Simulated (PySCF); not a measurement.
# How the method moves the HOMO and LUMO of `FC(Cl)Cl`

CHCl2F.
Structure used (PBE0-D3(BJ)/def2-SVP), in Å, numbered top down from 1:
```
atom  x, y, z in Å
F1    -0.0050    1.1302   -0.7780
C2     0.0078    0.0835    0.0473
Cl3    1.5178   -0.8106   -0.1508
Cl4   -1.3955   -0.9403   -0.2703
H5    -0.0505    0.4262    1.0890
```

Basis pcSseg-2 throughout (PySCF), one geometry. Geometry: PBE0-D3(BJ)/def2-SVP; no solvent, vibrations or thermal averaging.

**Question.** How do the orbital energies, the gap and the dipole change with the method?

**Answer.** 
| method | kind | HOMO (eV) | LUMO (eV) | gap (eV) | μ (D) | SCF cycles |
| --- | --- | --- | --- | --- | --- | --- |
| BLYP | GGA | -7.60 | -1.46 | 6.15 | 1.24 | 13 |
| B97-D | GGA | -7.75 | -1.47 | 6.28 | 1.26 | 13 |
| PBE | GGA | -7.75 | -1.53 | 6.22 | 1.24 | 13 |
| OPBE | GGA | -7.78 | -1.42 | 6.36 | 1.22 | 15 |
| BP86 | GGA | -7.85 | -1.62 | 6.23 | 1.25 | 13 |
| KT2 | GGA | -7.87 | -1.66 | 6.20 | 1.25 | 15 |
| KT3 | GGA | -7.89 | -1.65 | 6.24 | 1.24 | 15 |
| LDA | LDA | -7.90 | -1.73 | 6.18 | 1.27 | 12 |
| B3LYP | global hybrid | -8.93 | -0.76 | 8.17 | 1.31 | 12 |
| B97-2 | global hybrid | -8.94 | -0.53 | 8.41 | 1.31 | 12 |
| PBE0 | global hybrid | -9.20 | -0.46 | 8.75 | 1.32 | 12 |
| mPW1PW91 | global hybrid | -9.23 | -0.47 | 8.75 | 1.32 | 12 |
| BHandHLYP | global hybrid | -10.51 | 0.55 | 11.07 | 1.39 | 12 |
| CAM-B3LYP | range-separated hybrid | -10.61 | 0.62 | 11.23 | 1.35 | 13 |
| wB97X-D | range-separated hybrid | -11.09 | 1.39 | 12.48 | 1.35 | 13 |
| LC-wPBE | range-separated hybrid | -12.05 | 1.90 | 13.95 | 1.36 | 13 |
| HF | Hartree–Fock | -12.58 | 2.61 | 15.19 | 1.49 | 11 |

The HOMO spans 4.98 eV, from BLYP down to HF, and the gap runs from 6.15 eV (BLYP) to 15.19 eV (HF). Over the methods BLYP (0 %), B97-D (0 %), PBE (0 %), OPBE (0 %), BP86 (0 %), KT2 (0 %), KT3 (0 %), LDA (0 %), B3LYP (20 %), B97-2 (21 %), PBE0 (25 %), mPW1PW91 (25 %), BHandHLYP (50 %), HF (100 %), a straight line through the gap against the share of exact exchange rises by 0.91 eV for each 10 % (correlation coefficient 0.999). The dipole ranges from 1.22 D (OPBE) to 1.49 D (HF). This basis has no diffuse functions.

Reference dipole: 1.29 D (measured, gas; NIST CCCBDB Release 22 (SRD 101), experimental dipoles); nearest here: LDA (1.27 D), B97-2 (1.31 D), B3LYP (1.31 D) and PBE0 (1.32 D).
